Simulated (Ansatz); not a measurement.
## Which is lower?

Two relaxed structures of CH$_{6}$NSi (charge +1), singlet (PBE0-D4/def2-TZVP; forces vanish, vibrations not checked).

A:

C1  (-0.172, 0.533, 0.164)
N2  (0.761, 0.549, -0.710)
Si3  (-0.513, -0.925, 1.371)
H4  (-1.899, -1.321, 1.046)
H5  (-0.792, 1.431, 0.188)
H6  (1.400, -0.234, -0.822)
H7  (0.912, 1.339, -1.333)
H8  (0.512, -1.938, 1.043)
H9  (-0.365, -0.306, 2.705)
(Å)

B:

```xyz
9
angstrom
C -0.6631 0.2841 -0.6423
N 0.8006 0.3169 -0.2264
Si -0.3149 -0.6511 0.8885
H -0.8140 -0.2291 -1.5857
H -1.1269 1.2636 -0.6033
H 1.4470 -0.1445 -0.8588
H 1.1592 1.2271 0.0451
H -0.0235 -2.0867 0.7977
H -0.4644 0.0198 2.1852
```

Computed with Ansatz 0.2.0 (basis: def2-TZVPP); correlated methods freeze the cores. B3LYP uses VWN-RPA correlation.

(1) Which structure is lower at CCSD(T), and by how much? (An estimate is asked for; the value comes from the calculation.)

(2) Do the other methods give the same order? (Judge from chemistry; the calculation decides.)

T1 diagnostic: at most 0.016.

## Answers

(1) By the calculation: B, by 4.28 kcal/mol (electronic energy, against the other). By their contacts, A is CH₆NSi ([NH2][CH][SiH3]), total charge +1 and B is CH₆NSi ([CH2]1[NH2][SiH2]1), total charge +1.

(2) By the calculation: Not all: HF gives the other order.

| method | E(B) − E(A) (kcal/mol) |
| --- | --- |
| PBE-D4 | -5.45 |
| r2SCAN-D4 | -5.87 |
| PBE0-D4 | -6.74 |
| B3LYP-D4 | -2.64 |
| wB97M-V | -5.85 |
| HF | 1.86 |
| MP2 | -7.84 |
| CCSD | -4.19 |
| CCSD(T) | -4.28 |

Labels in which every atom is bracketed show which atoms are joined, not bond orders.

For scale, one of the runs: CCSD(T)/def2-TZVPP, 188 basis functions, launched by `ansatz run in.yaml --threads 2 --pin off --events-out ev --progress --plain --max-ram 4352MiB`. Hardware: 2 CPU threads of an AMD EPYC 9R45, shared host. Wall time 14 s; peak host memory 1.9 GiB.
